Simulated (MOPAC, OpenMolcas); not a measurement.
**CH5NSi (SMILES C[Si]N): the dipole moment, rung by rung**

CH5NSi: 8 atoms, total charge 0, spin state singlet. SMILES: `C[Si]N`. Geometry: relaxed at PBE0-D4/def2-TZVP. This is one conformer, not always the lowest.

```xyz
8

C    -0.6600    0.8247   -0.5521
Si    0.9638    0.6538    0.4277
N     0.9322   -1.0344    0.6907
H    -1.0264   -0.1018   -1.0043
H    -0.5625    1.5834   -1.3341
H    -1.4314    1.1950    0.1359
H     1.6512   -1.5019    1.2201
H     0.2252   -1.6757    0.3603
```

Each level gives the dipole moment (D). The values are calculated.

```
           level            kind     program  value (D)
             PM3  semi-empirical       MOPAC       3.20
    HF/def2-SVPD    Hartree–Fock  OpenMolcas       2.01
 SVWN5/def2-SVPD             LDA  OpenMolcas       2.07
revPBE/def2-SVPD             GGA  OpenMolcas       2.05
 M06-L/def2-SVPD        meta-GGA  OpenMolcas       2.09
  PBE0/def2-SVPD   global hybrid  OpenMolcas       2.03
```

The values span 2.01 to 3.20 D. Magnitudes only.
